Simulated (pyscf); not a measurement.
dichlorosilane (Cl–SiH₂–Cl) → dichlorosilylene (Cl–Si:–Cl) [singlet] + hydrogen (H₂), gas phase, singlet surface. Structures and frequencies: ωB97X-D3(BJ)/def2-SVP in PySCF. ΔG in kcal/mol from ωB97M-D3(BJ)/def2-TZVP energies (ideal gas, 1 atm, RRHO with modes under 100 cm⁻¹ raised to 100, one conformer, R ln 2 for chiral ones without a mode under 150 cm⁻¹).

```
T (K)     ΔG
-----  -----
298    +24.9
600        ?
900     +6.0
1200    -3.4
```

Problem. Fit a line to the three values, predict ΔG at 600 K, and estimate where the reaction turns favourable at 1 atm of each gas.

Solution. Least squares gives ΔG = +34.3 − 31.4 × T/1000 K, so ΔS is about +131 J/(mol K) and ΔH about +34.3 kcal/mol over this range (ΔH at 298 K: +33.9). At 600 K the line gives +15.5; the computed value is +15.5. ΔG = 0 falls near 1090 K; 1 kcal/mol in the energy moves that by 32 K. This is thermodynamics alone and says nothing of the barrier.
